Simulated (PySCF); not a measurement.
Cards and structures have been mixed up. Pair them.

Structures:
1. `[NH3+][BH2-]O[SiH3]`
2. `[F][Cu]`
3. `B[C@@H]1C[CH2][AlH2-][N+]1(C)C`
4. `C#CC1=C(F)[CH+]1`
5. `C1CNCCN1`

Card P (geometry PBE0-D3(BJ)/def2-SVP):
* Rotational constants A, B, C: 2.067, 1.681, 1.196 GHz
* Static isotropic polarisability (CAM-B3LYP/def2-SVPD): 108.3 au
* Vertical ionisation energy (ΔSCF CAM-B3LYP/def2-SVPD): 8.82 eV
* Dipole moment (CAM-B3LYP/def2-SVPD): 4.08 D
* Lowest singlet excitation (TDDFT CAM-B3LYP/def2-SVPD): 4.88 eV (254 nm, f = 0.002)

Card Q (geometry PBE0-D3(BJ)/def2-SVP):
- Rotational constants A, B, C: 4.730, 4.547, 2.638 GHz
- Static isotropic polarisability (wB97X-D/def2-SVPD): 63.3 au
- Largest of the computed one-bond spin–spin couplings (means over like bonds) (B3LYP/pcJ-1, spin–dipole term left out for some pairs): 13C–1H +137.6 (×8), 15N–1H -68.0 (×2), 13C–13C +34.5 (×2), 15N–13C -4.9 (×4) Hz
- Dipole moment (wB97X-D/def2-SVPD): 0.00 D
- Isotropic shieldings of nuclei other than C and H, by class (GIAO B97-2/pcSseg-2): 208 (2 N) ppm
- Lowest singlet excitation (TDDFT wB97X-D/def2-SVPD): 5.82 eV (213 nm, f = 0.000)
- Point group: C2h

Card R (geometry PBE0-D3(BJ)/def2-SVP):
* Rotational constant B (linear): 11.314 GHz
* Static isotropic polarisability (CAM-B3LYP/def2-SVPD): 20.1 au
* Vertical ionisation energy (ΔSCF CAM-B3LYP/def2-SVPD): 10.52 eV
* Lowest singlet excitation (TDDFT CAM-B3LYP/def2-SVPD): 2.26 eV (548 nm, f = 0.011 summed over 2 states within 0.01 eV)
* HOMO energy (CAM-B3LYP/def2-SVPD): -8.77 eV
* Strongest line among the 10 lowest singlet transitions (TDDFT CAM-B3LYP/def2-SVPD): S8/S9 at 5.94 eV (209 nm, f = 0.179 summed over these states)
* Core binding energies (ΔSCF SCAN, pcX-2 on the ionised atom, pcseg-1 elsewhere, spin-free X2C): F1s 689.4 eV

Card S (geometry PBE0-D3(BJ)/def2-SVP):
- Rotational constants A, B, C: 22.747, 2.375, 2.276 GHz
- Static isotropic polarisability (CAM-B3LYP/def2-SVPD): 60.1 au
- Strongest line among the 10 lowest singlet transitions (TDDFT CAM-B3LYP/def2-SVPD): S3 at 7.30 eV (170 nm, f = 0.076)
- Vertical ionisation energy (ΔSCF CAM-B3LYP/def2-SVPD): 9.18 eV
- Isotropic shieldings of nuclei other than C and H, by class (GIAO PBE0/pcSseg-1): 108 (1 B), 209 (1 N), 306 (1 O), 396 (1 Si) ppm
- Lowest triplet excitation (Tamm–Dancoff) (TDA CAM-B3LYP/def2-SVPD): 5.79 eV
- Core binding energies (ΔSCF SCAN, pcX-2 on the ionised atom, pcseg-1 elsewhere, spin-free X2C, 2p3/2 from a spin–orbit splitting computed afterwards within the 2p shell): Si2p3/2 106.7, B1s 195.3, N1s 408.1, O1s 536.8, Si1s 1846.6 eV

Card T (geometry PBE0-D3(BJ)/def2-SVP):
- Rotational constants A, B, C: 11.646, 2.156, 1.819 GHz
- Static isotropic polarisability (PBE0/def2-SVPD): 50.6 au
- Lowest singlet excitation (TDDFT PBE0/def2-SVPD): 3.86 eV (321 nm, f = 0.000)
- 13C chemical shifts (computed TMS as zero) by class (GIAO B97-2/pcSseg-2): 166.9 (1 C), 153.8 (1 C), 151.9 (1 C), 150.6 (1 C), 64.9 (1 C) ppm
- Lowest triplet excitation (Tamm–Dancoff) (TDA PBE0/def2-SVPD): 3.51 eV
- Isotropic shieldings of nuclei other than C and H, by class (GIAO B97-2/pcSseg-2): 240 (1 F) ppm

Each SMILES stands for a single optimised conformer of the isolated species, non-relativistic unless stated; the electronic structure was computed with PySCF and density fitting. NMR classes are plain means over equivalent atoms (diastereotopic ones count apart unless rotation or inversion swaps them), as if these changed places fast.

Which card belongs to which structure?

P = 3, Q = 5, R = 2, S = 1, T = 4. What ties each card to its structure:
- 1 (card S), BH8NOSi, monoisotopic mass 77.0 u, 4 heavy atoms: core lines of B, N, O and Si; an asymmetric top with C = 2.276 GHz; polarisability 60.1 au for 42 electrons.
- 2 (card R), CuF, monoisotopic mass 81.9 u, 2 heavy atoms: core lines of F; a linear rotor with B = 11.314 GHz, the highest such constant on the cards; polarisability 20.1 au for 38 electrons.
- 3 (card P), C5H15AlBN, monoisotopic mass 127.1 u, 8 heavy atoms: an asymmetric top with C = 1.196 GHz, the lowest such constant on the cards; polarisability 108.3 au for 70 electrons; dipole 4.08 D.
- 4 (card T), [C5H2F]+, monoisotopic mass 81.0 u, 6 heavy atoms: 5 C in 5 classes; the least shielded carbon (166.9 ppm) is an unsaturated ring carbon; an asymmetric top with C = 1.819 GHz; polarisability 50.6 au for 40 electrons.
- 5 (card Q), C4H10N2, monoisotopic mass 86.1 u, 6 heavy atoms: point group C2h; an asymmetric top with C = 2.638 GHz; polarisability 63.3 au for 48 electrons; a dipole under 0.05 D.
